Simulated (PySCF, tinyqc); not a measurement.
CID on RHF in the sto-6g basis, frozen core, for HF, spin multiplicity 1, step by step. The lowest restricted solution is unstable here: a spin-polarised one lies 0.0815 hartree lower (PySCF). One step of it, computed by the program tinyqc.

Task: CID: determinants and Hamiltonian. Slater-Condon rules over spin orbitals, with the nuclear repulsion and the energy of the frozen orbital added and E(HF) subtracted on the diagonal. Only determinants linked to the reference directly or through others are kept (one block of an abelian symmetry group), so some states are absent.

one-electron integrals dressed by the frozen orbital, h + 2 (pq|11) - (p1|1q) (hartree):
```
           2          3          4          5          6
2  -6.718246   0.000000   0.000000   0.188976   0.315163
3   0.000000  -6.049187   0.000000   0.000000   0.000000
4   0.000000   0.000000  -6.049187   0.000000   0.000000
5   0.188976   0.000000   0.000000  -4.652048   1.641328
6   0.315163   0.000000   0.000000   1.641328  -4.191822
```

energy of the frozen orbital, 2 h_11 + (11|11) = -76.11301131 hartree

Two-electron integrals over orbitals (pq|rs), unique and non-zero (hartree); the lowest 1 orbital is frozen and left out:
```
(22|22) 0.891667    (32|32) 0.193329    (33|22) 0.906706    (33|33) 0.998085
(42|42) 0.193329    (43|43) 0.053789    (44|22) 0.906706    (44|33) 0.890506
(44|44) 0.998085    (52|22) -0.039134   (52|33) -0.044794   (52|44) -0.044794
(52|52) 0.116157    (53|32) -0.016127   (53|53) 0.030331    (54|42) -0.016127
(54|54) 0.030331    (55|22) 0.644701    (55|33) 0.630182    (55|44) 0.630182
(55|52) -0.002919   (55|55) 0.621638    (62|22) -0.051100   (62|33) -0.051912
(62|44) -0.051912   (62|52) -0.090402   (62|55) -0.017888   (62|62) 0.090809
(63|32) -0.017157   (63|53) -0.025354   (63|63) 0.027090    (64|42) -0.017157
(64|54) -0.025354   (64|64) 0.027090    (65|22) -0.285359   (65|33) -0.282464
(65|44) -0.282464   (65|52) 0.054955    (65|55) -0.081862   (65|62) 0.019812
(65|65) 0.271130    (66|22) 0.603661    (66|33) 0.590915    (66|44) 0.590915
(66|52) 0.029116    (66|55) 0.613981    (66|62) -0.038420   (66|65) -0.030393
(66|66) 0.630822
```

nuclear repulsion = 3.02386978 hartree

Hartree-Fock energy = -99.31559479 hartree

Give: determinants; H - E(HF) between determinants.

Result:

Occupation strings over the orbitals (2 doubly, a alpha, b beta, 0 empty; spin orbitals ordered 1a 1b 2a 2b ...): 222220 222202 2a22b2 222022 220222 2b22a2 202222

H - E(HF) between determinants (hartree):
```
         222220   222202   2a22b2   222022   220222   2b22a2   202222
222220   0.0000   0.2711  -0.0198   0.0271   0.0271   0.0198   0.0908
222202   0.2711   0.5150   0.0413   0.0303   0.0303  -0.0413   0.1162
2a22b2  -0.0198   0.0413   1.3945   0.0161   0.0161  -0.1162   0.0776
222022   0.0271   0.0303   0.0161   0.6490   0.0538  -0.0161   0.1933
220222   0.0271   0.0303   0.0161   0.0538   0.6490  -0.0161   0.1933
2b22a2   0.0198  -0.0413  -0.1162  -0.0161  -0.0161   1.3945  -0.0776
202222   0.0908   0.1162   0.0776   0.1933   0.1933  -0.0776   2.4978
```
